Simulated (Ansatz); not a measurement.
# One element changed: vertical spin gaps of AlBO, AlBS

Ansatz 0.2.0, basis cc-pVDZ; geometries are PBE0/def2-TZVP minima. Wave-function levels freeze the cores; HF, MP2 and coupled cluster are restricted for singlets and unrestricted otherwise, Kohn–Sham unrestricted where that lies lower. The reference is CCSDT(Q) (coupled cluster only where its series has nearly closed). Semilocal and hybrid functionals correlate all electrons outside any core potential and usually lie nearer their basis limit than the reference, so part of their error here is the reference's basis and frozen-core error; RPA and the MP2 part of double hybrids freeze the same cores as the reference. An error is the level's value less the reference. None of these values is a measured one. Energies are electronic, without zero-point terms. The set is small: such energies can lie up to about 0.3 eV from the limit, spin gaps mostly less, so near ties and functionals' places can change in larger sets. No spin–orbit coupling and no scalar relativity. The species are chosen: bound, without strong static correlation by their natural occupations or amplitudes, in their lowest spin state as far as vertical gaps and like structures tell, and with a ladder that closes on the reference, so errors are smaller than for species at large; levels whose determinant breaks symmetry or spin markedly are left out.

```tsv
species	bonds (Å)	quantity	symmetry of the states	reference	value (kcal/mol)	error CCSD(T)	error PBE	error r2SCAN	error B2PLYP	error RPA-PBE
AlBO, singlet	B–Al 2.246, B–O 1.207, angle at B 180°	triplet less singlet, vertical	Σ⁺ / Π	CCSDT(Q)	42.4	0.2	-4.1	-9.0	0.4	1.3
AlBS, singlet	B–Al 2.231, B–S 1.617, angle at B 180°	triplet less singlet, vertical	Σ⁺ / Π	CCSDT(Q)	38.1	0.4	-5.4	-9.7	0.1	1.6
```

The reference falls from O to S, by 4.3 kcal/mol in all.
